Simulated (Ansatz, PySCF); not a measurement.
Dimer: C2H2 (SMILES C#C) (first 4 atoms) with H2O (SMILES O); geometry from S66by8 set.
(charge 0, multiplicity 1):
```json
[
 {"atom": "C", "x (Å)": "-0.9252", "y (Å)": "0.0394", "z (Å)": "0.0309"},
 {"atom": "H", "x (Å)": "0.1407", "y (Å)": "0.0091", "z (Å)": "0.0063"},
 {"atom": "C", "x (Å)": "-2.1370", "y (Å)": "0.0732", "z (Å)": "0.0583"},
 {"atom": "H", "x (Å)": "-3.1976", "y (Å)": "0.1035", "z (Å)": "0.0829"},
 {"atom": "O", "x (Å)": "2.1474", "y (Å)": "-0.0680", "z (Å)": "-0.0539"},
 {"atom": "H", "x (Å)": "2.7178", "y (Å)": "-0.6577", "z (Å)": "0.4432"},
 {"atom": "H", "x (Å)": "2.7194", "y (Å)": "0.2830", "z (Å)": "-0.7392"}
]
```

Counterpoise-corrected where a basis set is named; no monomer relaxation.

Cores are frozen in the correlated methods. CBS: X⁻³ extrapolation of the correlation energy, Hartree–Fock from the larger set.

Codes used: Ansatz (a quantum-chemistry and plane-wave program) with Gaussian orbitals; PySCF for the dispersion terms. Values without a source in brackets are computed.

PBE/def2-TZVPPD gives -2.28 kcal/mol for the interaction energy.

**Question.** Predict the shift from PBE, with its sign, for: PBE-D3(BJ)/def2-TZVPPD, r2SCAN/def2-TZVPPD, B3LYP/def2-TZVPPD, wB97M-V/def2-TZVPPD, MP2/CBS(aug-cc-pVDZ, aug-cc-pVTZ), CCSD(T)/CBS(aug-cc-pVDZ, aug-cc-pVTZ).

**Answer.** PBE-D3(BJ)/def2-TZVPPD -0.44; r2SCAN/def2-TZVPPD -0.05; B3LYP/def2-TZVPPD 0.35; wB97M-V/def2-TZVPPD -0.24; MP2/CBS(aug-cc-pVDZ, aug-cc-pVTZ) -0.22; CCSD(T)/CBS(aug-cc-pVDZ, aug-cc-pVTZ) -0.28 kcal/mol. 1 of 6 lie above PBE; the widest gap is to PBE-D3(BJ)/def2-TZVPPD. Against computed benchmark interaction energy, Řezáč et al., J. Chem. Theory Comput. 7, 2427 (2011), S66x8, -2.52 kcal/mol, PBE differs by 0.24 kcal/mol.
